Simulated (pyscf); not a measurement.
Structures and frequencies: ωB97X-D3(BJ)/def2-SVP in PySCF.

Task: For `[NH]=[GaH]` + `[H][H]` -> `[NH2][GaH2]`, an addition across a multiple bond or ene-type step (singlet surface; H–H broken, Ga–H, H–N formed), PBE/def2-TZVP gives ΔE‡ = 12.5 kcal/mol and ΔE = -55.5 kcal/mol (zero: the separated reactants). In which direction and how far do B3LYP-D3(BJ)/def2-TZVP, M06-2X/def2-TZVP, ωB97M-D3(BJ)/def2-TZVP move these?

Result: B3LYP-D3(BJ): ΔE‡ = 15.8 kcal/mol, ΔE = -59.1 kcal/mol; M06-2X: ΔE‡ = 14.1 kcal/mol, ΔE = -63.9 kcal/mol; ωB97M-D3(BJ): ΔE‡ = 15.1 kcal/mol, ΔE = -63.4 kcal/mol. PBE's barrier lies under all of them, by 1.6 to 3.3 kcal/mol. Its reaction energy lies over all of them, by 3.6 to 8.3 kcal/mol. At the saddle there is also a short Ga–H contact that neither side keeps. HN=GaH lies 50.8 kcal/mol over its isomer H₂N–Ga [singlet] (electronic energy, ωB97M-D3(BJ)/def2-TZVP). One saddle was located; it need not be the lowest between these sides. Elements up to Kr have no core potential and no relativistic terms here.
